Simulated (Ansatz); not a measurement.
# Al2H2 (singlet): RPA-PBE over a scan of the scale of all distances, 6-31G

Aim: run Al2H2 (singlet) with these functionals over a scan of the scale of all distances, and hold them against the top wave-function level at the same points.

Program: Ansatz 0.2.0, Gaussian basis. Level of theory: 6-31G, all electrons in the functionals, frozen cores in the correlation of double hybrids and RPA. These are calculated values, not measurements.

To be run: RPA-PBE, at 0.889; 1.000; 1.133; 1.287; 1.514; 1.751; 2.005; 2.363.

8 further runs of the same task are left out: 6 that didn't finish, 2 set aside as unsound or not needed.

**1. The system**

The geometry derives from a PBE0/def2-TZVP stationary point (not a proven minimum). All distances are scaled together.

4 atoms, charge 0, spin multiplicity 1.

Atoms are counted from 1 here; the program's logs count them from 0.

Bond lengths: Al1–Al2 2.635 Å, Al1–H3 1.622 Å, Al2–H4 1.622 Å. Angles: Al2–Al1–H3 120.2°, Al1–Al2–H4 120.2°.

No dispersion term is added.

The geometry shown and the zero of energy belong to the point 1.000. The yardstick, FCI, and other wave-function levels (R restricted, U unrestricted, valence and pair active spaces) come from earlier runs.

**2. RPA-PBE, 0.889**

in.yaml

```yaml
crystal:
  periodic: [false, false, false]
  atoms:
    - {symbol: Al, position_ang: [0.000000, -0.136465, 1.163158]}
    - {symbol: Al, position_ang: [0.000000, 0.136465, -1.163158]}
    - {symbol: H, position_ang: [0.000000, 1.016925, 2.029157]}
    - {symbol: H, position_ang: [0.000000, -1.016925, -2.029157]}
basis:
  gaussian: {orbitals: 6-31G}
magnetization: {spin_polarized: true, initial_magnetization: 0}
hamiltonian: {xc: {name: PBE}}
correlation: {method: rpa, electrons: outside_noble_gas}
```

Command:

```console
$ ansatz run in.yaml --threads 1 --pin off --events-out ev --progress --plain --max-ram 2393MiB
```

Further steps of the session: RPA-PBE, 1.000; RPA-PBE, 1.133; RPA-PBE, 1.287; RPA-PBE, 1.514; RPA-PBE, 1.751; RPA-PBE, 2.005; RPA-PBE, 2.363.

Before running them: what should the planned runs give, taken together? Wanted: span of the FCI curve; largest miss, RPA-PBE.

As calculated:

| quantity | value |
| --- | --- |
| span of the FCI curve | 115.7 kcal/mol |
| largest miss, RPA-PBE | -3.2 kcal/mol (1.751) |

What this shows: RPA-PBE strays by up to 3.2 kcal/mol, at 1.751. RPA-PBE clearly breaks the spin symmetry at some points (⟨S²⟩ up to 1.45 above the pure value), so energy there is bought with a mixed spin. Functionals and the yardstick converge differently with the basis, so part of each miss in 6-31G is the basis.
